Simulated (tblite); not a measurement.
Species: C₃H₂F₂.
SMILES: `FC=C=CF`

Level: GFN2-xTB in tblite, geometry and Hessian alike; calculated harmonic values, unscaled, isolated species. Against measured fundamentals such values can be off by several per cent, at times by over 20.

Harmonic wavenumbers (cm⁻¹): 135.4, 179.2, 348.9, 512.9, 599.1, 734.5, 823.4, 965.4, 1064.1, 1175.4, 1222.3, 1422.5, 2076.2, 3040.7, 3042.8.

A = 24256, B = 2203, C = 2146 MHz; mass 76.012 u (most abundant isotopes); point group C2, symmetry number 2.

Question: What is the zero-point energy?

Answer: Half the sum of the wavenumbers: 8671 cm⁻¹ = 103.73 kJ/mol.

Question: Entropy at 350 K, 1 bar (ideal gas, RRHO, classical rotation)?

Answer: Translation 166.20, rotation 102.69, vibration 41.72: S = 310.6 J/(mol K).

Question: And Cp and H(350 K) − H(0)?

Answer: Cp = 83.38 J/(mol K), of which vibrations give 50.13 (their classical limit is 15 R = 124.7); H(350 K) − H(0) = 20.05 kJ/mol without the zero-point energy, 8.41 from vibrations.

Question: Which modes carry the vibrational entropy at 350 K?

Answer: 135.4 cm⁻¹: 13.29; 179.2 cm⁻¹: 11.04; 348.9 cm⁻¹: 5.99; 512.9 cm⁻¹: 3.50; 599.1 cm⁻¹: 2.65; 734.5 cm⁻¹: 1.71 J/(mol K); the other 9 give 3.54 together.

Question: What must be added to the electronic energy to get the Gibbs energy at 350 K and 1 bar?

Answer: ZPE + [H(350 K) − H(0)] − T·S = 103.73 + 20.05 − 108.71 = 15.07 kJ/mol.

Question: Blend soft modes into free rotors: weight 1/[1 + (100 cm⁻¹/ν̃)⁴] for the oscillator and the rest for a rotor with moment μB/(μ + B), μ = h/(8π²ν), B = 10⁻⁴⁴ kg m². What vibrational entropy results?

Answer: 41.21 J/(mol K) in place of 41.72, which changes −T·S at 350 K by +0.18 kJ/mol.

Question: How do the functions run with temperature in this model?

Answer: 
```csv
T (K),S (J/(mol K)),Cp (J/(mol K)),H − H(0) (kJ/mol),G − H(0) (kJ/mol),ln q(vib)
150,254.1,53.6,6.30,-31.82,0.56
250,285.1,68.9,12.42,-58.85,1.32
298.15,297.8,76.1,15.91,-72.88,1.70
400,322.2,89.7,24.38,-104.48,2.54
600,362.5,109.0,44.40,-173.09,4.20
900,410.2,126.0,79.90,-289.31,6.54
```

q(vib) and H(0) count from the zero-point level.

Hindered rotation and anharmonicity are outside this model. The structure is chiral; the term R ln 2 for an equal mix with its mirror image is left out.
